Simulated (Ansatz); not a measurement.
# SiP₂ (singlet): the correlation ladder at a displaced geometry (v2), cc-pVDZ

The task here is to estimate one member of a computed series from the others.

Computed with Ansatz 0.2.0, Gaussian basis. Level: cc-pVDZ, core rule «outside noble gas», up to 15 orbitals frozen.

The runs, in order: UHF; CCSD(T) on RHF; CCSD(T) on UHF; BCCD(T) on RHF; CISD; CCSDT(Q) on RHF; CCSDT(Q) on UHF; CASSCF and MRCISD+Q, 10 electrons in 10 orbitals; CASSCF and NEVPT2, 10 electrons in 10 orbitals.

15 further runs of the same task are left out: 4 that didn't finish, 11 set aside as unsound or not needed. Runs told in other sessions of the task aren't counted.

## What is computed

The geometry is a PBE0/def2-TZVP stationary point (not a proven minimum) with its atoms shifted at random (size 0.100 Å).

3 atoms, charge 0, spin multiplicity 1.

Atoms are counted from 1 here; the program's logs count them from 0.

Bond lengths: P1–P2 2.066 Å, P1–Si3 2.205 Å, P2–Si3 2.241 Å. Angles: P2–P1–Si3 63.2°, P1–P2–Si3 61.4°, P1–Si3–P2 55.4°.

The first run:

in.yaml reads:

```yaml
crystal:
  periodic: [false, false, false]
  atoms:
    - {symbol: P, position_ang: [0.084252, -1.020672, 0.608092]}
    - {symbol: P, position_ang: [-0.080623, 1.038289, 0.619686]}
    - {symbol: Si, position_ang: [-0.004002, -0.019428, -1.354040]}
basis:
  gaussian: {orbitals: cc-pVDZ}
magnetization: {spin_polarized: true, initial_magnetization: 0}
hamiltonian: {xc: hf}
output: {orbitals: {seedname: orbitals}}
```

The run is started by

```console
> ansatz run in.yaml --threads 1 --pin off --events-out ev --progress --plain --max-ram 2393MiB
```

Among the steps run: UHF; CCSD(T) on RHF; CCSD(T) on UHF; BCCD(T) on RHF; CISD; CCSDT(Q) on RHF; CCSDT(Q) on UHF; CASSCF and MRCISD+Q, 10 electrons in 10 orbitals; CASSCF and NEVPT2, 10 electrons in 10 orbitals.

One of the session's tables, all rows but one given; the rest of the session is left out.

```
          method  from RCCSDT(Q) (meV)
             RHF               +9527.3
             UHF               +9527.0
            RMP2               +1326.0
            CISD               +1752.9
           RCCSD                +588.6
        RCCSD(T)                 +74.3
         BCCD(T)                 +70.3
          RCCSDT                 +57.3
       RCCSDT(Q)                     0
  CASSCF valence                     ?
  NEVPT2 valence               +1280.9
  MRCISD valence                +853.9
MRCISD+Q valence                 +90.6
```

Q: Estimate the row for CASSCF valence from the others.

As computed: from RCCSDT(Q) (meV): +6838.1. In the column «from RCCSDT(Q) (meV)» it lies between CISD (+1752.9) and UHF (+9527.0).

Not comparable, so not listed: CCSD(T) on UHF; CCSDT(Q) on UHF (they don't share determinant, frozen orbitals or solution with the rows shown, or repeat one).

To keep in mind: Warnings: restricted reference is unstable.
